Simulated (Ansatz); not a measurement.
I need a single point in a Gaussian basis of C₄H₉N, SMILES CCC=CN. Use Ansatz 0.2.0 through its Python package. Settings: CAM-B3LYP, STO-3G basis, multiplicity 1.

`energy_c4h9n.py`:
```python
"""Electronic structure of the C4H9N molecule."""

import sys
import warnings

import ansatz as az
from rdkit import Chem
from rdkit.Chem import AllChem


def main() -> None:
    warnings.simplefilter("ignore", az.DeckWarning)

    # a force-field geometry from the SMILES
    rd = Chem.AddHs(Chem.MolFromSmiles("CCC=CN"))
    AllChem.EmbedMolecule(rd, randomSeed=125)
    AllChem.UFFOptimizeMolecule(rd)
    molecule = az.Crystal.molecule()
    for atom, xyz in zip(rd.GetAtoms(), rd.GetConformer().GetPositions()):
        molecule = molecule.atom(atom.GetSymbol(), xyz.round(5).tolist())

    calc = (
        molecule.calculation()
        .basis(gaussian="STO-3G")
        .functional("CAM-B3LYP")
    )
    try:
        summary = calc.run(threads=1, backend="cpu").report
    except az.AnsatzError as error:
        sys.exit(f"{type(error).__name__}: {error}")

    print("reference energy %16.6f eV" % summary["reference_energy_ev"])
    print("total energy     %16.6f eV" % summary["free_energy_ev"])
    print("occupied orbitals outside the frozen core (up, down):", summary["n_occupied"], " frozen:", summary["n_frozen"], " virtual:", summary["n_virtual"])


if __name__ == "__main__":
    main()
```

```console
$ python energy_c4h9n.py
reference energy     -5708.817468 eV
total energy         -5708.817468 eV
occupied orbitals outside the frozen core (up, down): [20, 20]  frozen: 0  virtual: [14, 14]
```

What to keep in mind:
- The settings weren't tested for convergence.
- The geometry is a force-field or estimated start, not a minimum of this method, and the basis set is short of its limit.
- It ran for 2.2 s on 1 thread of Arm Neoverse V1, with other jobs on the host, peak memory 0.22 GiB.

(Lines on the test bed's own set-up are left out of the output.)
